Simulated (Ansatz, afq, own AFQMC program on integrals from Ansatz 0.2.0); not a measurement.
B2H, quartet in 6-31G, levels against full CI

```xyz
3

B     0.0000    0.0000    0.1141
B     0.0000    0.0000   -1.4064
H     0.0000    0.0000    1.2923
```

Connectivity, by distances: BH–B.

Basis 6-31G. Only valence electrons are correlated. Ansatz 0.2.0 and our own AFQMC program on the same integrals; the CISD trial comes from CCSD amplitudes, and released means the phaseless constraint is let go. Free AFQMC starts from the CCSD state and is never constrained. Its projection time is finite, and what remains of the start isn't in its error. Error bars are statistical, one sigma.

Determinant: UHF, the one that the program's search chose, which needn't be the lowest solution. The geometry is a PBE0/def2-TZVP stationary point of this or a neighbouring charge and spin state.

Full CI on the same integrals is exact in this basis and with this determinant's frozen core.

Cautions: lower spins were not checked; the ph-AFQMC/CISD walk drifts between its halves (2.6 errors).

The T1 diagnostic is 0.0173 and the weight of the determinant in the CISD state is 0.934. The ⟨S²⟩ of the determinant is 3.755 and the size of the correlated space is 7 electrons in 18 orbitals.

```
  level  correlation energy (eV)
    MP2                  -1.7333
   CCSD                  -2.2827
CCSD(T)                  -2.3354
```

(1) Estimate where phaseless AFQMC with the Hartree–Fock trial lies against CCSD(T) on the same integrals.

(1) 2.95 ± 0.70 mEh above CCSD(T).

Reference: full CI, correlation energy -2.359 eV. The released energy is read at 2.40 1/Eh (meV from the phaseless value at times in 1/Eh: -9 ± 4 at 0.24, -13 ± 3 at 0.51, -18 ± 4 at 0.99, -19.8 ± 2.4 at 1.62, -17 ± 3 at 2.40).

```json
{"level": "CCSD(T)", "E − E(reference) (mEh)": "0.85", "share of correlation (%)": "99.02"}
{"level": "CCSDT", "E − E(reference) (mEh)": "0.20", "share of correlation (%)": "99.77"}
{"level": "CCSDT(Q)", "E − E(reference) (mEh)": "0.05", "share of correlation (%)": "99.94"}
{"level": "CCSDTQ", "E − E(reference) (mEh)": "0.01", "share of correlation (%)": "99.99"}
{"level": "ph-AFQMC/HF", "E − E(reference) (mEh)": "3.80 ± 0.70", "share of correlation (%)": "95.61"}
{"level": "ph-AFQMC/CISD", "E − E(reference) (mEh)": "0.72 ± 0.18", "share of correlation (%)": "99.17"}
{"level": "released AFQMC", "E − E(reference) (mEh)": "0.10 ± 0.10", "share of correlation (%)": "99.89"}
{"level": "free AFQMC", "E − E(reference) (mEh)": "0.16 ± 0.15", "share of correlation (%)": "99.81"}
```

CCSDT and higher add their correlation energy to the determinant of the CCSD(T) run, since their own runs factorise the integrals more tightly (a shift of under 2 meV). Free projections are given only where their last times agree within the noise and don't stop above the reference; a slow remainder of the start can still hide under it. A walk keeps the symmetry of its determinant, which the program's search chose and which needn't be the lowest solution, so a lower state of the same spin and another symmetry isn't excluded. Released energies are given only where the last usable release times agree within the noise; a slower fall can still hide under it.
